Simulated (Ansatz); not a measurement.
## Relative stability

Two relaxed structures of AlBH4S, closed shell (PBE0-D4/def2-TZVP; forces vanish, vibrations not checked).

A:

```
atom    x (Å)    y (Å)    z (Å)
  B1  -1.4480   0.2801  -0.4572
  S2  -0.0457   1.3431  -0.1473
 Al3   1.4372  -0.1781   0.4435
  H4  -1.3758  -0.9036  -0.3187
  H5  -2.4611   0.8033  -0.8083
  H6   1.0175  -1.6988   0.4640
  H7   2.8760   0.3541   0.8239
```

B:

B1  (-0.125, 0.055, -0.076)
S2  (-1.749, 0.507, -0.183)
Al3  (1.787, -0.315, 0.372)
H4  (-2.787, -0.340, 0.141)
H5  (-2.321, 0.908, -1.368)
H6  (2.536, -1.524, -0.339)
H7  (2.528, 0.618, 1.424)
(Å)

Ansatz 0.2.0; basis: def2-TZVPP; cores frozen in the correlated methods. B3LYP uses VWN-RPA correlation.

Which structure is lower at CCSD(T), and by how much? (Judge from chemistry; the value comes from the calculation.)

Computed: A, by 111.86 kcal/mol (electronic energy, against the other). By their contacts, A is AlBH₄S ([BH2][S][AlH2]) and B is AlBH₄S ([AlH2][B][SH2]).

All methods give the same order:

| method | E(B) − E(A) (kcal/mol) |
| --- | --- |
| PBE-D4 | 101.31 |
| r2SCAN-D4 | 105.85 |
| PBE0-D4 | 106.61 |
| B3LYP-D4 | 108.19 |
| wB97M-V | 111.93 |
| HF | 121.50 |
| MP2 | 115.72 |
| CCSD | 113.33 |
| CCSD(T) | 111.86 |

The T1 diagnostic stays at or below 0.018. The restricted Hartree–Fock reference is unstable towards an unrestricted one at one or more of these structures.

Labels in which every atom is bracketed show which atoms are joined, not bond orders.

For scale, one of the runs: CCSD(T)/def2-TZVPP, 171 basis functions, launched by `ansatz run in.yaml --threads 2 --pin off --events-out ev --progress --plain --max-ram 4352MiB`. Time: 20 s of wall clock on 2 CPU threads of an Arm Neoverse V1; the host was shared. Peak host memory: 1.3 GiB.
